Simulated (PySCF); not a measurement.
Gas-phase reaction: 2 AlF2 + 2 F = Al2F6

Method: PySCF energies (xtb for GFN2) plus ideal-gas RRHO corrections (1 bar). 'Table' is the NASA 1993 thermochemical table (part measured, part estimated). After a fit of one offset per element over all species, the range-separated, M06-2X, PBE0/def2-QZVP and CCSD(T)/def2-TZVPP enthalpies, where run, lie to one side of the table for AlF2 (+60 kJ/mol), Al2F6 (+36 kJ/mol): a fault of the table's entry, another state or a shared error of the levels is possible; this was not checked at source. S°(298 K) at PBE0/def2-TZVP differs from the NASA 1993 table for Al2F6 (+7 J/mol/K); whether the harmonic model or the table's entry is off was not settled. † marks an energy on the PBE0/def2-TZVP geometry and frequencies; other levels use their own. MP2 freezes the core. Open shells (unrestricted): AlF2 (multiplicity 2), F (multiplicity 2, electronic degeneracy 6); the rest are closed-shell singlets. GFN2 has no spin-polarisation term. Spin-orbit splitting is ignored; it lowers the true energy and changes the entropy of F. For this reaction the table lies outside the span of B3LYP, M06-2X, MP2, PBE0, r2SCAN, ωB97M-V, ωB97X-V in their largest bases here; which side is off was not settled. MP2 isn't extrapolated to the basis-set limit; its ΔH°(298 K) is -1532.3 kJ in def2-SVP and -1531.5 kJ in def2-TZVPP. The harmonic model lacks anharmonicity and excited electronic states, which grow with temperature; levels with a mode under 35 cm⁻¹ are left out. Soft modes under 120 cm⁻¹ make the harmonic entropy rough for Al2F6. The table's entry may be an old estimate for AlF2, Al2F6 (not checked at source).

```tsv
level	ΔH°(298 K), kJ	minus table	ΔG°(2000 K), kJ
table	-1403.3	-	-511.4
BLYP/def2-TZVP†	-1420.7	-17.4	-538.7
GFN2-xTB	-1364.3	39.0	-502.9
MP2/def2-TZVPP†	-1531.5	-128.2	-649.5
PBE/def2-SVP	-1511.6	-108.3	-632.5
PBE/def2-TZVP†	-1446.2	-42.9	-564.2
ωB97X-V/def2-TZVP†	-1487.8	-84.5	-605.8
```
